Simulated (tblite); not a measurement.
Species: C6H11 (doublet state).
Bonds: C1–C2 (double), C2–C3, C3–C4, C3–C5, C5–C6. Hydrogens: H7, H8 on C1; H9 on C2; H10, H11, H12 on C4; H13, H14 on C5; H15, H16, H17 on C6.

A start from a force field or distance geometry was refined with GFN2-xTB geometry optimisation, gas phase in tblite 0.8.0. Values at the start:

```json
{"coordinate": "C1=C2", "start": "1.347 Å"}
{"coordinate": "C1–H7", "start": "1.088 Å"}
{"coordinate": "C1–H8", "start": "1.085 Å"}
{"coordinate": "C2–C3", "start": "1.426 Å"}
{"coordinate": "C2–H9", "start": "1.101 Å"}
{"coordinate": "C3–C4", "start": "1.512 Å"}
{"coordinate": "C3–C5", "start": "1.513 Å"}
{"coordinate": "C4–H10", "start": "1.091 Å"}
{"coordinate": "C5–C6", "start": "1.520 Å"}
{"coordinate": "C5–H13", "start": "1.095 Å"}
{"coordinate": "C6–H15", "start": "1.102 Å"}
{"coordinate": "C1–C2–C3", "start": "126.3°"}
{"coordinate": "C2–C3–C4", "start": "122.5°"}
{"coordinate": "C2–C3–C5", "start": "119.1°"}
{"coordinate": "C3–C5–C6", "start": "112.2°"}
{"coordinate": "C4–C3–C5", "start": "118.3°"}
```

**Question.** How do these coordinates change at the GFN2-xTB level?

**Answer.** 
```json
{"coordinate": "C2–C3", "GFN2-xTB (Å or °)": "1.387", "change": "-0.039"}
{"coordinate": "C1=C2", "GFN2-xTB (Å or °)": "1.366", "change": "+0.019"}
{"coordinate": "C3–C5", "GFN2-xTB (Å or °)": "1.494", "change": "-0.019"}
{"coordinate": "C3–C4", "GFN2-xTB (Å or °)": "1.493", "change": "-0.019"}
{"coordinate": "C2–H9", "GFN2-xTB (Å or °)": "1.084", "change": "-0.017"}
{"coordinate": "C6–H15", "GFN2-xTB (Å or °)": "1.087", "change": "-0.015"}
{"coordinate": "C5–C6", "GFN2-xTB (Å or °)": "1.535", "change": "+0.015"}
{"coordinate": "C1–H7", "GFN2-xTB (Å or °)": "1.075", "change": "-0.013"}
{"coordinate": "C1–H8", "GFN2-xTB (Å or °)": "1.075", "change": "-0.010"}
{"coordinate": "C4–H10", "GFN2-xTB (Å or °)": "1.087", "change": "-0.004"}
{"coordinate": "C5–H13", "GFN2-xTB (Å or °)": "1.092", "change": "-0.003"}
{"coordinate": "C2–C3–C5", "GFN2-xTB (Å or °)": "120.5", "change": "+1.4"}
{"coordinate": "C3–C5–C6", "GFN2-xTB (Å or °)": "111.1", "change": "-1.1"}
{"coordinate": "C2–C3–C4", "GFN2-xTB (Å or °)": "121.7", "change": "-0.8"}
{"coordinate": "C4–C3–C5", "GFN2-xTB (Å or °)": "117.8", "change": "-0.5"}
{"coordinate": "C1–C2–C3", "GFN2-xTB (Å or °)": "126.2", "change": "-0.1"}
```

The energy falls by 0.078 eV over 40 L-BFGS steps, the largest force on an atom goes from 1.57 to 0.009 eV/Å, and the atoms move by 0.036 Å rms after alignment. The bond that changes most is C2–C3 (ends: carbon bonded to 2 C and H; carbon bonded to 3 C), which shortens by 0.039 Å. Bonds longer at the end by more than 0.005 Å: 2 of 16; shorter: 8. Rotational constants go from 5773, 2227, 1826 to 5983, 2251, 1867 MHz.

Its GFN2-xTB frequencies are all real (lowest 54 cm⁻¹). 3 starts were optimised and ended at 0.00, 0.51 and 1.14 kcal/mol (GFN2-xTB); the lowest of these is shown.

The values belong to the conformer `[CH2:1]=[CH:2][C:3]([CH3:4])[CH2:5][CH3:6]`: C1–C2–C3–C4 -1°, C2–C3–C5–C6 99°.

The numbers are calculated, not measured.
